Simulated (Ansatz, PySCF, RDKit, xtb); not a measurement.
# C2H7Si+: from the formula to a structure

Task: start from the formula C2H7Si+ (charge +1), draw up candidate structures, narrow them down in stages, and characterise the one that lies lowest at 298.15 K.

The funnel: GFN2-xTB relaxations, single points with a density functional, relaxations at r2SCAN-D4/def2-SVP, harmonic vibrations, and a last energy at a higher level. All values are calculated.

4 further runs of the same task are left out: 4 set aside as unsound or not needed.

**1. Candidates**

All bonding patterns within simple valence rules are listed by program: one Lewis structure each, at most two rings and one unusual centre or charged pair. O–O, O–halogen and N–halogen bonds and N–N–N chains are not drawn. That gives 5 candidates.

```tsv
label	SMILES	spin
c180	[CH2+]C[SiH3]	singlet
c300	C[CH+][SiH3]	singlet
c389	[CH2+][SiH2]C	singlet
c585	CC[SiH2+]	singlet
c795	C[SiH+]C	singlet
```

Candidates are built by distance geometry, with a force field where one applies, in up to four conformers (letters a to d).

**Question.** With final energies at CCSD(T)/def2-TZVP, which structure will this search put lowest in free energy, and by what margin?

| quantity | value |
| --- | --- |
| lowest structure found | C[SiH+]C, singlet, C2v |
| next finalist | [CH2]1[CH3][SiH2]1 ‡, singlet, 20.4 kcal/mol higher in G |
| share at equilibrium, among the finalists | 100.0 % |
| harmonic wavenumbers, lowest and highest (r2SCAN-D4/def2-SVP) | 46 and 3173 cm⁻¹ |
| rotational constants, same geometry | 0.8282, 0.1865, 0.1613 cm⁻¹ |
| HOMO energy (PBE0/def2-TZVPD) | -15.31 eV |
| LUMO energy (PBE0/def2-TZVPD) | -8.17 eV |
| HOMO–LUMO gap (PBE0/def2-TZVPD) | 7.14 eV |
| lowest excitation (TD-B3LYP/def2-SVPD) | 5.37 eV (f = 0.000) |
| strongest of the states computed, same level | 9.10 eV (f = 0.257) |
| lowest triplet excitation, same level, Tamm-Dancoff | 4.92 eV |
| vertical ionisation energy | 17.57 eV |
| vertical recombination energy (electron added) | 6.26 eV |
| vertical triplet less singlet | +4.99 eV |

The search ends on `C[SiH+]C`. Among the finalists first place is clear (20.4 kcal/mol); structures outside the list aren't covered. r2SCAN-D4/def2-SVP, relaxed, HF/def2-TZVP and MP2/def2-TZVP already put its bonding pattern lowest among the structures in one piece. Lowest found is not proven lowest: the search is finite, and each finalist counts with one conformer. Patterns outside the rules of the enumeration were met only by chance.

‡ marks the bonded skeleton alone, with all bonds drawn single: no Lewis structure was assigned that passes a check against the bond lengths.
